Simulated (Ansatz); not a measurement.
Ideal-gas functions of C₂H₂O₂, SMILES `OC#CO` at 800 K and 1 bar, from an Ansatz frequency run at PBE0-D4/def2-TZVP.

Molar mass 58.04 g/mol, point group C2 (symmetry number 2), electronic degeneracy 1, moments of inertia 1.5, 136.206, 136.294 u Å². Harmonic wavenumbers (cm⁻¹, unscaled): 249, 251, 328, 390, 397, 832, 1240, 1267, 1408, 2483, 3806, 3808.

Use S(trans) = R[1.5 ln M + 2.5 ln T − 1.1517]; rotational temperatures θ = 24.2544 K / I; S(rot) = R[ln(√π/σ · √(T³/θAθBθC)) + 1.5]; for each mode x = 1.438777 ν̃/T, S = R[x/(eˣ − 1) − ln(1 − e⁻ˣ)] and H = RT x/(eˣ − 1); 1 cm⁻¹ = 0.0119627 kJ/mol; R = 8.31446 J/(mol·K).

**Question.** By hand: the entropy, in J/(mol·K).

**Answer.** Translation 180.0. Rotation: θ = 16.1696, 0.1781, 0.178 K, giving 97.6. Vibration, mode by mode: 15.06, 15.00, 12.82, 11.43, 11.29, 5.70, 3.18, 3.06, 2.51, 0.53, 0.07, 0.07, in all 80.7. Electronic 0.0. Sum 358.3 J/(mol·K).

**Question.** By hand: H − E and G − E in kJ/mol, counted from the electronic energy.

**Answer.** Zero-point energy ½ × 16459 × 0.0119627 = 98.4; thermal vibration 32.8; translation, rotation and pV give 4 RT = 26.6. H − E = 157.8 kJ/mol, and G − E = 157.8 − 800 × 358.3/1000 = -128.8 kJ/mol.

Vibration gives 23 % of the entropy. The sum counts one conformer and one mirror image; others add a mixing term.
